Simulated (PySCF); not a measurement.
Molecule: SMILES O=C(C)Cl, C2H3ClO.

Geometry:
| atom | x (Å) | y (Å) | z (Å) |
| --- | --- | --- | --- |
| C1 | -0.367 | -0.441 | -0.163 |
| C2 | 1.075 | -0.088 | -0.338 |
| O3 | 1.539 | 0.979 | -0.539 |
| Cl4 | 2.130 | -1.537 | -0.204 |
| H5 | -0.979 | 0.465 | -0.252 |
| H6 | -0.512 | -0.910 | 0.821 |
| H7 | -0.659 | -1.180 | -0.923 |

Geometry PBE0-D3(BJ)/def2-SVP throughout; GIAO in PySCF 2.14.0 with density-fitted response routines, gas phase, one conformer, non-relativistic; equivalent atoms averaged; basis pcSseg-2.

For orientation, BP86 gives these shifts δ (against TMS, H2O, HCl at the same level): C2 184.6, C1 35.2, O3 574.1, Cl4 504.0, H5/H6/H7 2.50 ppm.

A run gave: C2 175.5, C1 34.3, O3 547.4, Cl4 470.6, H5/H6/H7 2.49 ppm (shifts δ (against TMS, H2O, HCl at the same level)).

Which functional was used in that run?
A. KT3
B. KT2
C. HF
D. BLYP
E. B97-D

Results:

B. Cl4 tells them apart best: KT2 gives 470.6, KT3 gives 456.3, HF gives 374.7, B97-D gives 483.8, BLYP gives 506.8 ppm.
